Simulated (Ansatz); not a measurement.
Geometry optimisation, RKS CAM-B3LYP/def2-SVP in Ansatz 0.2.0.

The input (input.yaml):

```yaml
crystal:
  periodic: [false, false, false]
  atoms:
    - { symbol: Al, position_ang: [0.0, 0.0, 0.0] }
    - { symbol: C, position_ang: [1.4047, 0.0, 1.654] }
    - { symbol: H, position_ang: [0.4051, -0.3092, 2.0245] }
    - { symbol: H, position_ang: [2.1723, -0.7111, 2.0245] }
    - { symbol: H, position_ang: [1.6368, 1.0203, 2.0245] }
    - { symbol: H, position_ang: [1.7519, 0.0, 0.1685] }
    - { symbol: H, position_ang: [-1.351, 0.0, -0.78] }
basis:
  gaussian: { orbitals: def2-SVP }
hamiltonian:
  xc: cam_b3lyp
relax:
  f_tol: 0.15
  max_steps: 25
  restrain:
    - { distance: [1, 5], at: 2.31, k: 30.0 }
    - { distance: [0, 1], at: 1.97, k: 30.0 }
    - { distance: [0, 5], at: 1.56, k: 30.0 }
```

Run as:

```bash
$ ansatz run input.yaml --threads 1 --pin off --max-ram 2048MiB --backend cpu --events-out ev --progress --plain --runs-dir out
```

Task: Where does it end, and by what steps?

Result: It converged. The restraints hold the end off the free minimum. After 7 steps the energy has fallen by 4.937 eV (the restraints' own energy left out); H3 moved furthest, 0.73 Å.

| step | energy less start (eV) | largest force component (eV/Å) | accepted |
| --- | --- | --- | --- |
| 0 | 0.0000 | 3.961 | yes |
| 1 | -1.2467 | 3.126 | yes |
| 2 | -2.4392 | 3.621 | yes |
| 3 | -3.9240 | 2.195 | yes |
| 4 | -4.4611 | 1.988 | yes |
| 5 | -4.8460 | 1.793 | yes |
| 6 | -4.9168 | 1.725 | yes |
| 7 | -4.9368 | 1.636 | yes |

```xyz
7
Properties=species:S:1:pos:R:3
Al 0.323 0.009 0.023
C 1.052 -0.035 1.822
H 0.487 -0.222 2.747
H 1.861 -0.780 1.753
H 1.560 0.937 1.932
H 1.798 0.148 -0.423
H -1.060 -0.057 -0.738
```

The run took 8.9 s on 1 thread of INTEL(R) XEON(R) PLATINUM 8581C CPU @ 2.30GHz (Emerald Rapids) (shared host), peak memory 0.13 GiB.
